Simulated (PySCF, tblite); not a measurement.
# C₂H₄FN, a complex of two parts: NMR shifts, interaction energy, infrared bands, spin-spin couplings and core binding energies

One table from this session's results is given with a row withheld; the runs are named, their logs left out.

Computed with tblite 0.8.0 and PySCF 2.14.0; each step states its level. No surroundings beyond the atoms listed, unless a continuum is named. Atoms count from 0, parts from 1.

## Starting point

8 atoms, charge 0, multiplicity 1; geometry: rigid parts in contact. Parts: 1 = atoms 0–1, `F`, charge 0; 2 = atoms 2–7, `CC#N`, charge 0.

The first run:

What the job is given:

```
{"job": {"kind": "dock", "xc": "GFN2-xTB", "basis": "xTB"}, "charge": 0, "multiplicity": 1, "parts": [{"atoms": "0-1", "charge": 0, "multiplicity": 1}, {"atoms": "2-7", "charge": 0, "multiplicity": 1}]}
F      0.466108    -0.004598     0.007340
H     -0.466108     0.004598    -0.007340
C     -2.095849     1.445694     1.581465
C     -2.081233     0.020356     1.402721
N     -2.067780    -1.113435     1.261908
H     -2.523609     1.918911     0.698555
H     -1.077307     1.803913     1.726334
H     -2.697013     1.698044     2.454193
```

Method: GFN2-xTB search for minima from random contacts, gas phase.

On the command line:

```console
OMP_NUM_THREADS=1 python cluster_run.py task.json out
```

The driver reads the jobs from task.json and runs them one after another.

Among the steps run: Docking the parts with GFN2-xTB; Geometry optimisation at PBE0-D3(BJ)/def2-TZVPD; Shielding tensors: PBE0/pcSseg-2; Coupled-cluster interaction energy: CCSD(T) and MP2.

One table of the session follows, with a row left open; its other results are not shown here.

It belongs to the step «Coupled-cluster interaction energy: CCSD(T) and MP2». 

```
                 method  interaction energy (kcal/mol)
         HF/aug-cc-pVDZ                          -7.42
        MP2/aug-cc-pVDZ                              ?
       CCSD/aug-cc-pVDZ                          -8.05
    CCSD(T)/aug-cc-pVDZ                          -8.30
         HF/aug-cc-pVQZ                          -7.61
        MP2/aug-cc-pVQZ                          -9.43
    SCS-MP2/aug-cc-pVQZ                          -8.74
      MP2, extrapolated                          -9.58
CCSD(T), limit estimate                          -9.23
```

Q: Estimate the row for MP2/aug-cc-pVDZ from the others.

The run gave: interaction energy (kcal/mol): -8.64. In the column «interaction energy (kcal/mol)» it lies between SCS-MP2/aug-cc-pVQZ (-8.74) and CCSD(T)/aug-cc-pVDZ (-8.30).

Limits of these values: The interaction energy leaves out the deformation of the parts, 0.51 kcal/mol (MP2); added to the CCSD(T) estimate it gives a binding of about -8.73 kcal/mol.
